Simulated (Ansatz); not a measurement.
Structure relaxation of KI₂

The calculation used DFT PBE, scalar-relativistic, plane waves, PAW in Ansatz 0.2.0.

The start puts KI₂ on the AlB2 structure type (P6/mmm, No. 191), with K in place of Al, I in place of B, at a guessed volume.

Input of the last, converged step (default PAW datasets):

```yaml
crystal:
  lattice:
    - [5.9126899432, 0.0, 0.0]
    - [-2.9563449716, 5.1205396955, 0.0]
    - [0.0, 0.0, 4.5925281582]
  atoms:
    - { symbol: K, position: [0.0, 0.0, 0.0] }
    - { symbol: I, position: [0.3333333333, 0.6666666667, 0.5] }
    - { symbol: I, position: [0.6666666667, 0.3333333333, 0.5] }
basis:
  ecutwfc: 420
kpoints:
  mp_grid: { grid: [12, 12, 10] }
hamiltonian:
  xc: pbe
scf:
  occupations: { method: gaussian, width: 0.1 }
output:
  forces: true
  stress: true
  eigenvalues: true
relax:
  adjacent_minimum: "off"
  f_tol: 0.01
  max_steps: 80
  cell: { stress_tol: 0.05 }
```

Launched as:

```bash
ansatz run input.yaml --threads 1 --pin off --max-ram 2560MiB --backend cpu --events-out ev --progress --plain --runs-dir out
```

Time: 83 s on 1 thread of Arm Neoverse V2, with other jobs on the host, peak memory 0.58 GiB.

The program printed at the end:

```
SCF converged after 4 iterations
Free energy (F): -16565.811165 eV
Harris-Foulkes:  -16565.811165 eV  (|F-HF|=0.00e0)
Internal energy: -16565.799992 eV  (E = F + TS)
E sigma→0 (E₀):  -16565.805579 eV
Entropy (-TS):   -0.011173 eV (-3.724 meV/atom)
Fermi energy:    3.947245 eV
--- Per-component energies (eV) ---
  E_band       = -935.896005
  E_kinetic    = 630.215768
  E_local      = -5059.707799  (includes V_loc(G=0)·N_el)
  E_nonlocal   = -170.552434
  E_hartree    = 2471.808066
  E_xc         = -390.691751
  E_vxc        = -421.125960  (∫ρ·V_xc dr)
  E_paw        = -10412.206968  (= ΣΔE_a)
  E_vpaw       = -858.341704  (= ΣTr[D̂ρ^β])
  E_aug_tail   = -0.000022  (compensation charges beyond the density's cutoff)
  E_ewald      = -3634.664853
  E_smearing   = -0.011173  (= −TS)
  E_closure    =  0.000000  (closes the sum)
  Σ components = -16565.811165   (vs F -16565.811165, Δ=0.00e0)
--- Forces (eV/Å), atoms counted from 1 ---
  atom   1  K      0.00000000     0.00000000     0.00000000
  atom   2  I      0.00000000     0.00000000     0.00000000
  atom   3  I      0.00000000     0.00000000     0.00000000
  max |Σ_I F_I| component: 4.63e-18 eV/Å
--- Stress (GPa, compression-positive) ---
       -0.016972       0.000000       0.000000
        0.000000      -0.016972       0.000000
        0.000000       0.000000       0.000215
  P = ⅓ Tr σ = -0.0112 GPa (-0.112 kbar)
--- Relaxed structure (3 steps of the walk, 3 accepted, 1 SCFs on fresh bases) ---
  F+E_penalty+E_count = -16565.81116517 eV   max|allowed force component| = 3.161e-17 eV/Å   (the final SCF, on the basis selected at the relaxed cell)
  cell:  # Å, volume = 137.7491 Å³
    - [5.912963, 0.0, 0.0]
    - [-2.956482, 5.120777, 0.0]
    - [0.0, 0.0, 4.549334]
  atoms:
    - { symbol: K, position: [0.000000, 0.000000, 0.0] }
    - { symbol: I, position: [0.333333, 0.666667, 0.5] }
    - { symbol: I, position: [0.666667, 0.333333, 0.5] }
```

Absolute energies hang on the potentials; compare differences alone.

The result has space group P6/mmm (No. 191). K has 12 I at 4.10 Å and 2 K at 4.55 Å; I has 3 I at 3.41 Å.

Against the elements it lies at -0.74 eV/atom. Energies over the elements count from the elements' standard structures at the same level, with no empirical corrections.

The k mesh leaves about 4 meV/atom of noise in metals. Spin–orbit coupling is left out.

A structure relaxed within its symmetry needn't be a true minimum.